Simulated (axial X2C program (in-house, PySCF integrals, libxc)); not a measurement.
## Photoelectron levels of N₂ by EOM-IP-CCSD

Calculated with an in-house all-electron X2C program for linear molecules (integrals from PySCF): two-component X2C with atomic mean-field Coulomb and Gaunt terms, Gaussian nuclei, basis N dyall-av3z with contracted cores.

R = 1.090 Å (near the PBE0 minimum at charge 0 of the determinant lowest at the starting distance; the state shown can have its own minimum elsewhere).

Vertical ionisation energies of N₂ to the states of N₂⁺:

```csv
Ω of N₂⁺,vertical IE (eV),above lowest (cm⁻¹),ionised spinor,one-hole weight
1/2,15.652,0,"64% N pσ, 30% N sσ",0.93
3/2,17.310,13367,90% N pπ,0.96
1/2,17.319,13443,90% N pπ,0.96
1/2,18.886,26083,"52% N pσ, 38% N sσ",0.89
```

Question: Take the first Ω = 1/2 and Ω = 3/2 rows of π character: how far apart are they, and which lies lower?

Answer: E(3/2) − E(1/2) = 13367 − 13443 = -76 cm⁻¹ at EOM-IP-CCSD: inverted, Ω = 3/2 lower. Splittings at this level can be off by ten to twenty per cent.

This point took 8.1 s on 1 thread of Arm Neoverse N1, with other jobs on the host.

Reference electrons by ω block (each with its −ω partner): 1/2: 6, 3/2: 1. 10 electrons of N₂ correlated (inner shells frozen), 94 natural virtual spinors (a truncated set); levels can be off by some tenths of an eV. Roots sought by Ω: (1/2: 4, 3/2: 3, 5/2: 1); rows need 60 % one-particle weight and stop where some Ω has no more roots. Missing are any skipped roots, higher Ω and states of a further excitation; these come out far too high here and may in truth be low or lowest. T1 of the reference 0.012 (Lee–Taylor). Number of frozen shells: N 1 s. g and u states are not told apart.
